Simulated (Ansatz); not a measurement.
Computed with Ansatz on PBE0-D4/def2-TZVP structures; ΔE is electronic, products minus reactants. CCSD(T)/CBS is the MP2 limit (def2-TZVPP, def2-QZVPP) plus CCSD(T) − MP2 in def2-TZVPP, frozen cores. This one scheme is used for every species, atoms too. DFT in def2-TZVPP. B3LYP here is the variant with VWN-RPA as its local correlation; programs differ in this. HSE06 is defined as in plane-wave codes. No spin–orbit coupling; open shells (•) take unrestricted orbitals. Spin–orbit coupling would lower the free atoms: a little for C. One conformer a species, not always the lowest.

Consider the atomization: `C=C/C=C/C#N` → 5 C• + 5 H• + N•.

```
             level  ΔE (kJ/mol)  difference from CCSD(T)/CBS
       LDA (SPW92)       5858.7                        806.3
            PBE-D4       5275.0                        222.6
         revPBE-D4       5134.4                         82.0
           BLYP-D4       5128.4                         76.0
            B97M-V       5087.9                         35.5
           PBE0-D4       5133.6                         81.2
          B3LYP-D4       5093.9                         41.5
        r2SCANh-D4       5044.3                         -8.1
        r2SCAN0-D4       4981.7                        -70.7
          HSE06-D4       5139.1                         86.7
          BHLYP-D4       4893.7                       -158.7
      CAM-B3LYP-D4       5091.0                         38.6
           ωB97X-V       5060.1                          7.7
           ωB97M-V       5080.2                         27.8
            B2PLYP       5048.6                         -3.8
          PBE-QIDH       5061.5                          9.1
               PBE       5254.6                        202.2
            revPBE       5065.0                         12.6
              PBE0       5116.5                         64.1
             B3LYP       5061.3                          8.9
           r2SCANh       5038.8                        -13.6
           r2SCAN0       4975.6                        -76.8
             HSE06       5123.2                         70.8
             BHLYP       4870.9                       -181.5
         CAM-B3LYP       5073.9                         21.5
       HF/def2-SVP       3703.4                      -1349.0
      MP2/def2-SVP       4961.3                        -91.1
     CCSD/def2-SVP       4780.8                       -271.6
  CCSD(T)/def2-SVP       4859.0                       -193.4
     HF/def2-TZVPP       3637.0                      -1415.4
    MP2/def2-TZVPP       5061.0                          8.6
SCS-MP2/def2-TZVPP       5016.1                        -36.3
   CCSD/def2-TZVPP       4823.5                       -228.9
CCSD(T)/def2-TZVPP       4926.5                       -125.9
     HF/def2-QZVPP       3642.1                      -1410.3
    MP2/def2-QZVPP       5135.0                         82.6
SCS-MP2/def2-QZVPP       5100.8                         48.4
      HF/CBS(def2)       3642.9                      -1409.5
     MP2/CBS(def2)       5186.9                        134.5
    CCSD/CBS(def2)       4949.4                       -103.0
       CCSD(T)/CBS       5052.4                            0
```

Largest T1 diagnostic among the species: 0.014.

At CCSD(T), def2-SVP lies −193.4 kJ/mol from the extrapolated value and def2-TZVPP −125.9 kJ/mol: correlation converges slowly with the basis, and small sets miss more of it in the bonded molecule than in its fragments. In def2-TZVPP, CCSD(T) changes the Hartree–Fock value by +1289.5 kJ/mol (the triples alone add +103.0 kJ/mol) and MP2 by +1424.0 kJ/mol; breaking electron pairs costs correlation energy, which Hartree–Fock lacks.

For atomizations the MP2-based limit and the directly extrapolated one differ by several kJ/mol either way, and by 10 to 25 for some Ge, Se and Sn compounds, so smaller differences from it don't rank the levels.
